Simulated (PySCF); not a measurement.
# CH2OS2: the cost of one run

Program: PySCF 2.14.0. Level of theory: levels as typed in each script, gas phase, geometry from start geometry of a pair search. These are calculated values, not measurements.

## Step 1: The starting structure

SMILES `O.S=C=S`, 6 atoms, charge 0, spin multiplicity 1.

Bond lengths: O1–H2 0.961 Å, O1–H3 0.961 Å, S4–C5 1.547 Å, C5–S6 1.552 Å. Angles: H2–O1–H3 107.1°, S4–C5–S6 179.2°.

As a file:

```xyz
6
charge 0, multiplicity 1
O    -1.6259   -1.7960    0.0003
H    -2.2040   -1.6262   -0.7480
H    -2.0866   -1.4944    0.7874
S     1.6272   -0.5528   -0.0006
C     0.4511    0.4521   -0.0010
S    -0.7152    1.4764   -0.0016
```

## Step 2: Binding of the two fragments (B3LYP/6-31+g*)

input.py

```python
import numpy as np
from pyscf import gto, scf, dft
from pyscf.scf import atom_ks, atom_hf
from scipy.linalg import block_diag
from pyscf.dispersion import dftd3

def solve(mol, dm0=None, hcore=None):
    mf = (dft.UKS if mol.spin else dft.RKS)(mol, xc='b3lyp')
    mf.grids.level = 3
    mf = mf.density_fit(auxbasis='def2-universal-jkfit')
    mf.conv_tol, mf.max_cycle = 1e-8, 80
    if hcore is not None:
        mf.get_hcore = lambda *args: hcore
    mf.kernel(dm0)
    if not mf.converged:
        mf = mf.newton().run(mf.mo_coeff, mf.mo_occ, max_cycle=30)
    assert mf.converged, 'SCF not converged'
    return mf

mol = gto.M(atom='''
O     -1.62594    -1.79604     0.00032
H     -2.20404    -1.62622    -0.74796
H     -2.08660    -1.49444     0.78745
S      1.62718    -0.55285    -0.00065
C      0.45115     0.45211    -0.00101
S     -0.71523     1.47637    -0.00160
''', basis='6-31+g*', charge=0, spin=0, verbose=4)
mol_a = gto.M(atom='''
O     -1.62594    -1.79604     0.00032
H     -2.20404    -1.62622    -0.74796
H     -2.08660    -1.49444     0.78745
ghost-S      1.62718    -0.55285    -0.00065
ghost-C      0.45115     0.45211    -0.00101
ghost-S     -0.71523     1.47637    -0.00160
''', basis='6-31+g*', charge=0, spin=0, verbose=4)
mol_b = gto.M(atom='''
ghost-O     -1.62594    -1.79604     0.00032
ghost-H     -2.20404    -1.62622    -0.74796
ghost-H     -2.08660    -1.49444     0.78745
S      1.62718    -0.55285    -0.00065
C      0.45115     0.45211    -0.00101
S     -0.71523     1.47637    -0.00160
''', basis='6-31+g*', charge=0, spin=0, verbose=4)
ab, a, b = solve(mol), solve(mol_a), solve(mol_b)
e_int = ab.e_tot - a.e_tot - b.e_tot
print('counterpoise-corrected interaction energy / kcal/mol', e_int * 627.5095)
def disp(atoms, charge):
    m = gto.M(atom=atoms, charge=charge, basis='sto-3g', spin=None, unit='Bohr', verbose=0)
    return dftd3.DFTD3Dispersion(m, xc='b3lyp', version='d3bj').get_dispersion()['energy']
e_disp = disp(mol._atom, mol.charge) - disp(mol._atom[:3], mol_a.charge) - disp(mol._atom[3:], mol_b.charge)
print('D3(BJ) part / kcal/mol', e_disp * 627.5095)
# spherically averaged free atoms, for the promolecule
atm = atom_ks.get_atm_nrks(mol, xc='b3lyp')
pro = block_diag(*[(atm[a[0]][2] * atm[a[0]][3]) @ atm[a[0]][2].T for a in mol._atom])
np.savez('result.npz', e_int=e_int, e_disp=e_disp, dm_a=a.make_rdm1(), dm_b=b.make_rdm1(), c=ab.mo_coeff, occ=ab.mo_occ, eps=ab.mo_energy, pro=pro, d=[f.dip_moment(verbose=0) for f in (ab, a, b)])
```

Launch:

```
OMP_NUM_THREADS=1 python input.py
```

Q: Estimate wall time and peak memory on 1 thread of Intel Xeon Platinum 8259CL at 2.50GHz (Skylake/Cascade Lake), shared host.

About 17 s, with a peak of 0.4 GiB.
